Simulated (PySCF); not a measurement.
## CF and its ions

r²SCAN; basis C pcseg-2, F pcseg-2; no relativity; PySCF 2.14. Neutral (UKS): doublet (π ↑), Re = 1.277 Å, ωe = 1295 cm⁻¹, De = 5.84 eV, HOMO -5.10 eV, LUMO -3.83 eV.

CF⁺ (UKS): singlet (closed shell), Re = 1.158 Å, ωe = 1774 cm⁻¹, De = 8.10 eV to C⁺ + F. The energies at the minima are -137.77203 hartree for CF and -137.42609 for CF⁺.

Question: Work out the adiabatic ionisation energy, without and with harmonic zero-point energies (1 hartree = 27.2114 eV, 1 eV = 8065.5 cm⁻¹), and the change of the bond length.

Answer: At r²SCAN: 0.34594 hartree = 9.414 eV between the minima; the zero-point term (1774.0 − 1295.0)/2 cm⁻¹ = +0.030 eV makes it 9.443 eV. Re changes by -11.9 pm against the neutral. The electron leaves a π orbital, and the shorter bond of the ion fits an antibonding orbital, or a change in how ionic the bond is.

For an ion De counts to the pair picked by the measured ionisation energies or electron affinities, which need not be the lowest pair at this level. States were picked by a PBE0 search and need not be the measured ground states.
